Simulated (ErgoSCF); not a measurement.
# Two attempts at B2H4 (SMILES BB)

Aim: the energy of B2H4 at B3PW91(Ergo)/pc-1.

The results are computed with ErgoSCF 3.8.

7 further runs of the same task are left out: 3 that didn't finish, 4 set aside as unsound or not needed.

## Step 1: The molecule

B2H4 has 6 atoms, charge 0, and is taken as a singlet. As SMILES, `BB`. The coordinates come from a GFN2-xTB relaxation.

Bond lengths: B1–B2 1.615 Å, B1–H3 1.174 Å, B1–H4 1.174 Å, B2–H5 1.174 Å, B2–H6 1.175 Å. Angles: B1–B2–H5 122.9°, B1–B2–H6 122.8°, B2–B1–H3 122.9°, B2–B1–H4 122.8°, H5–B2–H6 114.3°, H3–B1–H4 114.2°.

## Step 2: Try one

The input, input.xyz:

```xyz
6

B     -0.230550    -0.769320    -0.080560
B      0.228560     0.770280     0.079730
H     -1.193200    -1.205240     0.431180
H      0.373010    -1.551020    -0.715490
H     -0.120410     1.619340    -0.652720
H      0.942590     1.135960     0.937870
```

The input, job.ego:

```
set_nthreads(1)
molecule "input.xyz"
multiplicity = 1
tmpdir = "."
basis = "pc-1"
scf.max_number_of_iterations = 64
XC.type = "LMG"
scf.output_mulliken_pop = 1
run "B3PW91"
```

On the command line:

```sh
$ ergo job.ego
```

Log:

```text
INMA ERGO version 3.8
INMA reading input from file job.ego
ERMA Variable multiplicity not found.
```

On the terminal:

```text
line 3: Unknown variable at 'multiplicity'
line 3: Aborted.
```

Run time: 0.04 s. Hardware: 1 thread of Intel Xeon at 2.50GHz (Skylake/Cascade Lake), shared host.

## Step 3: Reading the log

The program refused the input.

The telling line is `line 3: Unknown variable at 'multiplicity'`. The cause is that the input text is malformed or holds a word that the program doesn't know (`multiplicity`).

## Step 4: Second attempt

The input, mol.xyz:

```xyz
6
B2H4
B     -0.230550    -0.769320    -0.080560
B      0.228560     0.770280     0.079730
H     -1.193200    -1.205240     0.431180
H      0.373010    -1.551020    -0.715490
H     -0.120410     1.619340    -0.652720
H      0.942590     1.135960     0.937870
```

The input, run.inp:

```
set_nthreads(1)
molecule "mol.xyz"
spin_polarization = 0
charge = 0
tmpdir = "."
scf.output_mulliken_pop = 1
XC.type = "LMG"
scf.max_number_of_iterations = 150
basis = "pc-1"
run "B3PW91"
```

The basis set pc-1 is read from a file made from the Basis Set Exchange's data (not shown).

On the command line:

```sh
$ ergo run.inp
```

Log:

```text
[...]
INDF Weighted mixed functional:
[...]
INSC Energy   1 =        -11.59320571070
[...]
INDE PURIFICATION CONVERGED after 31 iterations
[...]
INDE PURIFICATION CONVERGED after 35 iterations
[...]
INDE PURIFICATION CONVERGED after 27 iterations
[...]
INDE PURIFICATION CONVERGED after 27 iterations
[...]
INDE E(LUMO) - E(HOMO) <=          0.28937767995 =          7.87436785776 eV
[...]
INSC Energy  11 =        -52.00219835557  ( diff     -0.000000000000298 )
[...]
RESC CONVERGED after  11 iterations.
RESC FINAL ENERGY:        -52.00219835557
[...]
INSC SCF: dipole_moment_x [atomic units] =      -0.00094759
INSC SCF: dipole_moment_y [atomic units] =       0.00015945
INSC SCF: dipole_moment_z [atomic units] =      -0.00060674
[...]
```

It took 11 s on 1 thread of Intel Xeon at 2.50GHz (Skylake/Cascade Lake), shared host.

## Step 5: Outcome

At B3PW91(Ergo)/pc-1:

```
     quantity         value
 total energy  -52.00220 Eh
dipole moment        0.00 D
```
